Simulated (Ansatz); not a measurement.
Reaction (SMILES): ClB(Cl)Cl → Cl[B]Cl + Cl atom
B3LYP-D3(BJ)/def2-TZVP geometries, fixed; electronic energies without zero-point terms.

Energies in hartree at MP2 with Ansatz (a program for electronic structure); the bond dissociation energy is their sum with the coefficients shown, times 627.509 kcal/mol a hartree. All functions are spherical. Cores are frozen. Open shells are unrestricted. No added dispersion term, no relativity.

| species | coefficient | part | cc-pV(D+d)Z | cc-pV(T+d)Z | cc-pV(Q+d)Z |
|---|---|---|---|---|---|
| ClB(Cl)Cl | -1 | Hartree-Fock | -1403.33006 | -1403.37812 | -1403.38998 |
| ClB(Cl)Cl | -1 | correlation | -0.49455 | -0.66032 | -0.72424 |
| Cl[B]Cl | +1 | Hartree-Fock | -943.71783 | -943.75184 | -943.76043 |
| Cl[B]Cl | +1 | correlation | -0.33455 | -0.44668 | -0.48993 |
| Cl atom | +1 | Hartree-Fock | -459.47140 | -459.48556 | -459.48916 |
| Cl atom | +1 | correlation | -0.11260 | -0.15854 | -0.17550 |

Predict the bond dissociation energy in cc-pV(5+d)Z (X = 5): let each Hartree-Fock step shrink by the ratio of the last two, and fit each correlation energy at X = 3 and 4 to E + A/X^3. Compare with the run.


- ClB(Cl)Cl: steps -0.04806 and -0.01186, ratio 0.247, so Hartree-Fock -1403.39291 (run: -1403.39204); A = (-0.66032 - (-0.72424))/(1/27 - 1/64) = 2.9852, correlation -0.72424 - A/64 + A/125 = -0.74700 (run: -0.75119).
- Cl[B]Cl: steps -0.03401 and -0.00859, ratio 0.253, so Hartree-Fock -943.76260 (run: -943.76193); A = (-0.44668 - (-0.48993))/(1/27 - 1/64) = 2.0199, correlation -0.48993 - A/64 + A/125 = -0.50533 (run: -0.50817).
- Cl atom: steps -0.01416 and -0.00360, ratio 0.254, so Hartree-Fock -459.49007 (run: -459.48973); A = (-0.15854 - (-0.17550))/(1/27 - 1/64) = 0.7921, correlation -0.17550 - A/64 + A/125 = -0.18154 (run: -0.18264).
Predicted 125.73 kcal/mol; the run in cc-pV(5+d)Z gives 125.98, a miss of -0.24. Keeping the value in cc-pV(Q+d)Z, 125.00, would miss by -0.98. All sums are of the energies as printed.
